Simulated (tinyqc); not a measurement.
Inside a calculation. Method: UKS/B3LYP (VWN-RPA form) in the sto-6g basis, for LiH, spin multiplicity 3. One step of it, computed by the program tinyqc.

Task: Iteration 2: building the Kohn-Sham matrix. J_ij = sum D_kl (ij|kl) with D = D(alpha) + D(beta), K_ij = sum D_kl (ik|jl) for each spin; F = H + J - 0.2 K(s) + V_xc; E = tr D H + tr D J / 2 - 0.1 sum_s tr D(s) K(s) + E_xc + E_nn.

D(alpha) after iteration 1, lower triangle:
```
            1Li 1s     1Li 2s   1Li 2px   1Li 2py   1Li 2pz     2H 1s
1Li 1s    1.060550
1Li 2s   -0.258358   1.103595
1Li 2px   0.000000   0.000000  0.000000
1Li 2py   0.000000   0.000000  0.000000  0.000000
1Li 2pz  -0.006569   0.024417  0.000000  0.000000  0.017817
2H 1s     0.041926  -0.212386  0.000000  0.000000  0.120749  0.951739
```

D(beta) after iteration 1, lower triangle:
```
            1Li 1s     1Li 2s   1Li 2px   1Li 2py    1Li 2pz     2H 1s
1Li 1s    0.980712
1Li 2s    0.038045   0.001476
1Li 2px   0.000000   0.000000  0.000000
1Li 2py   0.000000   0.000000  0.000000  0.000000
1Li 2pz   0.000734   0.000028  0.000000  0.000000   0.000001
2H 1s    -0.004543  -0.000176  0.000000  0.000000  -0.000003  0.000021
```

core Hamiltonian H = T + V (hartree), lower triangle:
```
            1Li 1s     1Li 2s    1Li 2px    1Li 2py    1Li 2pz      2H 1s
1Li 1s   -4.658412
1Li 2s   -0.988121  -1.297683
1Li 2px   0.000000   0.000000  -1.067357
1Li 2py   0.000000   0.000000   0.000000  -1.067357
1Li 2pz  -0.006734  -0.071149   0.000000   0.000000  -1.117726
2H 1s    -0.036027  -0.272085   0.000000   0.000000  -0.390189  -1.095040
```

Two-electron integrals (ij|kl) in chemists' order, unique and non-zero (hartree):
```
(11|11) 1.681247   (21|11) 0.242603   (21|21) 0.044507   (22|11) 0.397190
(22|21) 0.090279   (22|22) 0.290625   (31|31) 0.009437   (32|31) 0.014261
(32|32) 0.064236   (33|11) 0.397190   (33|21) 0.090279   (33|22) 0.290625
(33|33) 0.313125   (41|41) 0.009437   (42|41) 0.014261   (42|42) 0.064236
(43|43) 0.016875   (44|11) 0.397190   (44|21) 0.090279   (44|22) 0.290625
(44|33) 0.279374   (44|44) 0.313125   (51|51) 0.009437   (52|51) 0.014261
(52|52) 0.064236   (53|53) 0.016875   (54|54) 0.016875   (55|11) 0.397190
(55|21) 0.090279   (55|22) 0.290625   (55|33) 0.279374   (55|44) 0.279374
(55|55) 0.313125   (61|11) 0.008366   (61|21) 0.001519   (61|22) 0.003179
(61|33) 0.003133   (61|44) 0.003133   (61|51) 0.000204   (61|52) 0.000441
(61|55) 0.003273   (61|61) 0.000058   (62|11) 0.050992   (62|21) 0.011911
(62|22) 0.045246   (62|33) 0.042606   (62|44) 0.042606   (62|51) 0.001796
(62|52) 0.014093   (62|55) 0.050527   (62|61) 0.000507   (62|62) 0.016164
(63|31) 0.000598   (63|32) 0.003527   (63|53) 0.001648   (63|63) 0.000678
(64|41) 0.000598   (64|42) 0.003527   (64|54) 0.001648   (64|64) 0.000678
(65|11) 0.072339   (65|21) 0.016976   (65|22) 0.065851   (65|33) 0.061455
(65|44) 0.061455   (65|51) 0.002807   (65|52) 0.022099   (65|55) 0.074642
(65|61) 0.000738   (65|62) 0.025136   (65|65) 0.039249   (66|11) 0.207996
(66|21) 0.049025   (66|22) 0.202384   (66|33) 0.187226   (66|44) 0.187226
(66|51) 0.006718   (66|52) 0.068160   (66|55) 0.232700   (66|61) 0.002099
(66|62) 0.099495   (66|65) 0.158171   (66|66) 0.774999
```

nuclear repulsion = 0.62402973 hartree

V_xc(alpha) (hartree), lower triangle:
```
            1Li 1s     1Li 2s    1Li 2px    1Li 2py    1Li 2pz      2H 1s
1Li 1s   -0.896505
1Li 2s   -0.104662  -0.168481
1Li 2px   0.000000   0.000000  -0.165574
1Li 2py   0.000000   0.000000   0.000000  -0.165574
1Li 2pz  -0.000143  -0.006192   0.000000   0.000000  -0.174304
2H 1s    -0.003741  -0.045627   0.000000   0.000000  -0.071343  -0.392122
```

V_xc(beta) (hartree), lower triangle:
```
            1Li 1s     1Li 2s    1Li 2px    1Li 2py    1Li 2pz      2H 1s
1Li 1s   -0.886489
1Li 2s   -0.103915  -0.137251
1Li 2px   0.000000   0.000000  -0.135166
1Li 2py   0.000000   0.000000   0.000000  -0.135166
1Li 2pz  -0.000164  -0.005161   0.000000   0.000000  -0.141397
2H 1s    -0.003672  -0.024768   0.000000   0.000000  -0.036945  -0.157829
```

E_xc = sum of w rho eps_xc = -1.82990859 hartree

Give: Coulomb J; exchange K(alpha); exchange K(beta); F(alpha); F(beta); total energy of this density.

Result:

Coulomb J (hartree), lower triangle:
```
         1Li 1s  1Li 2s  1Li 2px  1Li 2py  1Li 2pz  2H 1s
1Li 1s    3.965
1Li 2s    0.623   1.287
1Li 2px   0.000   0.000    1.272
1Li 2py   0.000   0.000    0.000    1.272
1Li 2pz   0.007   0.067    0.000    0.000    1.316
2H 1s     0.022   0.244    0.000    0.000    0.365  1.368
```

exchange K(alpha) (hartree), lower triangle:
```
         1Li 1s  1Li 2s  1Li 2px  1Li 2py  1Li 2pz  2H 1s
1Li 1s    1.707
1Li 2s    0.243   0.323
1Li 2px   0.000   0.000    0.073
1Li 2py   0.000   0.000    0.000    0.073
1Li 2pz   0.001   0.024    0.000    0.000    0.125
2H 1s     0.010   0.111    0.000    0.000    0.182  0.753
```

exchange K(beta) (hartree), lower triangle:
```
         1Li 1s  1Li 2s  1Li 2px  1Li 2py  1Li 2pz  2H 1s
1Li 1s    1.667
1Li 2s    0.255   0.051
1Li 2px   0.000   0.000    0.010
1Li 2py   0.000   0.000    0.000    0.010
1Li 2pz   0.000   0.000    0.000    0.000    0.010
2H 1s     0.009   0.002    0.000    0.000    0.000  0.000
```

F(alpha) (hartree), lower triangle:
```
         1Li 1s  1Li 2s  1Li 2px  1Li 2py  1Li 2pz   2H 1s
1Li 1s   -1.931
1Li 2s   -0.519  -0.244
1Li 2px   0.000   0.000    0.025
1Li 2py   0.000   0.000    0.000    0.025
1Li 2pz   0.000  -0.015    0.000    0.000   -0.001
2H 1s    -0.020  -0.096    0.000    0.000   -0.133  -0.270
```

F(beta) (hartree), lower triangle:
```
         1Li 1s  1Li 2s  1Li 2px  1Li 2py  1Li 2pz  2H 1s
1Li 1s   -1.913
1Li 2s   -0.520  -0.158
1Li 2px   0.000   0.000    0.068
1Li 2py   0.000   0.000    0.000    0.068
1Li 2pz   0.000  -0.009    0.000    0.000    0.055
2H 1s    -0.020  -0.053    0.000    0.000   -0.062  0.115
```

total energy of this density = -7.92363 hartree
